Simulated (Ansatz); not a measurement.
How far each method lies from RCCSDTQ for GaGeH$_{3}$ (H-bridged), singlet

Geometry: a PBE0/def2-TZVP stationary point for this spin, not checked as a minimum.

```xyz
5

Ge   -0.0029    0.0000    1.1507
Ga   -0.0317    0.0000   -1.1673
H     0.9218    1.0676    0.2232
H     0.9218   -1.0676    0.2232
H     0.5638    0.0000   -2.6290
```

Basis cc-pVDZ; Ansatz 0.2.0. Only valence electrons are correlated (noble-gas cores and the filled d shells of p-block atoms frozen), which leaves 10 electrons in 41 orbitals. R marks a restricted (for open shells ROHF) determinant. Active spaces: valence = (10e, 11o) chosen from the atoms' valence shells. No spin–orbit coupling is included, and no scalar relativity.

Full CI isn't at hand for all of this; RCCSDTQ serves as the reference, and is uncertain by about the last step of the cluster series.

* UHF ⟨S²⟩: 0.000
* T1 diagnostic (RCCSD): 0.0167
* largest doubles amplitude (RCCSD): 0.088

```
   level  E − E(RHF) (eV)
    RMP2          -4.3835
   RCCSD          -5.3162
RCCSD(T)          -5.5152
```

**Question.** Estimate how far RCCSDTQ in cc-pVDZ lies from RCCSD(T). The table doesn't fix it; the size of (T) and the diagnostics are the guide.

**Answer.** RCCSDTQ in cc-pVDZ lies 4.5 kJ/mol below RCCSD(T), which is 23 % of the (T) step (-19.2 kJ/mol). The diagnostics are small and the rest is a small part of (T), but (T) is large here. The miss exceeds 1 kcal/mol.

The other levels:

```
                   level  E − E(RCCSDTQ) (kJ/mol)  share of correlation (%)    wall time
                 BCCD(T)                      4.4                     99.19        2.5 s
                  RCCSDT                      1.3                     99.76            –
               RCCSDT(Q)                      0.1                     99.98         10 s
  CASSCF (valence space)                    282.5                     47.36            –
  NEVPT2 (valence space)                     70.5                     86.87  35 s (H100)
  MRCISD (valence space)                     16.2                     96.98            –
MRCISD+Q (valence space)                     -0.3                    100.06  41 s (H100)
```

The correlation energy at RCCSDTQ, counted from RHF, is -5.562 eV. That run took 20 s on 2 threads of AMD EPYC 7R13 with a shared H100 80 GB, shared host.

Times hold each run's SCF and search for its determinant on a shared host, so for small cases they say little of a method's own cost; rows without a card ran on 1 thread of AMD EPYC 7R13.

Natural occupations of CASSCF (valence space) about the gap: 1.987 1.974 1.953 1.950 1.930 0.064 0.040 0.033 0.028 0.027; effectively unpaired electrons, Σ n²(2−n)², 0.07.

Atomization energy (electronic, same basis, no zero-point term; atoms at the same level, unrestricted beside the R rows where the molecule is a closed shell, but restricted open-shell past Ca, as are all atoms' steps beyond CCSDT(Q)) at RCCSDTQ: 950.7 kJ/mol. Errors of other levels:

| level | error (kJ/mol) |
| --- | --- |
| RHF | -254.5 |
| RMP2 | -27.9 |
| RCCSD | -18.6 |
| RCCSD(T) | -3.0 |
| BCCD(T) | -2.9 |
| RCCSDT | -1.2 |
| RCCSDT(Q) | -0.1 |
| CASSCF (valence space) | -92.5 |
| NEVPT2 (valence space) | -21.2 |
| MRCISD (valence space) | -13.5 |
| MRCISD+Q (valence space) | -4.1 |

This basis is far from its limit, so the value isn't to be set against a measured one. Truncated CI isn't size-consistent, which counts against it in atomization.
